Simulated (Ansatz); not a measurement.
Computed against measured: atomisation enthalpy at 298 K

8 molecules holding an element from Na to Cl; the atomisation enthalpy at 298 K in kJ/mol, computed less measured. Shapes, held fixed at every level: PBE0-D4/def2-TZVP. Flexible molecules stand in one conformer, not always the lowest. Thermal terms are harmonic and unscaled (PBE0-D4/def2-TZVP); the spin-orbit lowering of the free atoms is taken from their spectra. Programs: Ansatz 0.2.0. Measured values: Active Thermochemical Tables, CRC Handbook of Chemistry and Physics, NIST-JANAF tables.

Levels: A = PBE-D4/def2-TZVPP; B = wB97X/STO-3G; C = CCSD(T)/def2-SVP; D = CCSD(T)/def2-TZVPP; E = CCSD/def2-TZVPP.

| molecule | from tabulated heats | A | B | C | D | E |
| --- | --- | --- | --- | --- | --- | --- |
| Cl2 (chlorine) | 243 | +27 | -43 | -76 | -29 | -45 |
| SF2 (sulfur difluoride) | 732 | +60 | -143 | -157 | -57 | -89 |
| SO2 (sulfur dioxide) | 1072 | +81 | -700 | -249 | -78 | -137 |
| CHNS (isothiocyanic acid) | 1557 | +117 | -55 | -131 | -72 | -130 |
| SOF2 (thionyl fluoride) | 1229 | +148 | -668 | -238 | -40 | -96 |
| S2F2 (Difluorodisulfane) | 1049 | +97 | -214 | -266 | -106 | -159 |
| SO3 (SMILES O=S(=O)=O) | 1420 | +125 | -1241 | -368 | -102 | -178 |
| CH3Cl (chloromethane) | 1575 | +22 | +294 | -93 | -41 | -61 |

Task: Sum up the errors.

Result: 
```tsv
level	kind	mean error	mean absolute error	worst case
PBE-D4/def2-TZVPP	GGA	+84.6	84.6	SOF2
wB97X/STO-3G	range-separated hybrid	-346.2	419.8	SO3
CCSD(T)/def2-SVP	coupled cluster or CI	-197.2	197.2	SO3
CCSD(T)/def2-TZVPP	coupled cluster or CI	-65.6	65.6	S2F2
CCSD/def2-TZVPP	coupled cluster or CI	-111.9	111.9	SO3
```

On this set CCSD(T)/def2-TZVPP has the smallest mean absolute error and wB97X/STO-3G the largest. PBE-D4/def2-TZVPP is too high in 8 of 8; wB97X/STO-3G is too low in 7 of 8; CCSD(T)/def2-SVP is too low in 8 of 8; CCSD(T)/def2-TZVPP is too low in 8 of 8; CCSD/def2-TZVPP is too low in 8 of 8. The heats of SF2 come from older tables and can be uncertain by 10 kJ/mol or more. The tabulated values of SOF2, S2F2 are in doubt (older tables, estimates, or at odds with other calculations) and kept here. Over the 6 molecules whose values aren't doubted the mean absolute errors are A 72.0; B 412.7; C 179.0; D 63.2; E 106.7. Rows in very small basis sets show the basis more than the method. Correlated wave functions converge slowly with the basis. CCSD also lacks the triples, which bind further. The set is small.
